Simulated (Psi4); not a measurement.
## The standard entropy of [SiH3]+ (SMILES [SiH3+]) from a frequency calculation

A singlet with charge 1, relaxed at PBE0-D4/def2-SVP (density fitting) (Psi4 1.11):

```xyz
4

Si   -0.0001    0.0000    0.0000
H     0.6907    0.6786    1.1179
H    -0.1184   -1.4742   -0.0103
H    -0.5706    0.7954   -1.1086
```

Harmonic wavenumbers in cm⁻¹: 835, 921, 921, 2281, 2363, 2363.

Masses in u: Si 28.085, H 1.008. Take T = 298.15 K, p = 1 bar, R = 8.3145 J/(mol K), kT/hc = 207.22 cm⁻¹, rigid rotor and harmonic oscillator.

Task: Compute the standard molar entropy.

Result: 
1. Translation (Sackur–Tetrode): S = R[3/2 ln M + 5/2 ln T − 1.1517] with M = 31.109 gives 151.7 J/(mol K).
2. Rotation: principal moments 3.307, 3.307, 6.614 u Å² give A, B, C = 5.0974, 5.0972, 2.5486 cm⁻¹; the symmetry number is σ = 6; q = (√π/σ)√((kT/hc)³/ABC) = 108; S = R(ln q + 3/2) = 51.4.
3. Vibration: with u = ν̃/207.22, each mode gives R[u/(eᵘ − 1) − ln(1 − e⁻ᵘ)]; the sum is 1.8, most from 835 cm⁻¹ (0.8), 921 cm⁻¹ (0.5), 921 cm⁻¹ (0.5).
4. Spin: R ln 1 = 0.0.
5. Sum: 151.7 + 51.4 + 1.8 + 0.0 = 204.9 J/(mol K).

No measured value is set beside it here.
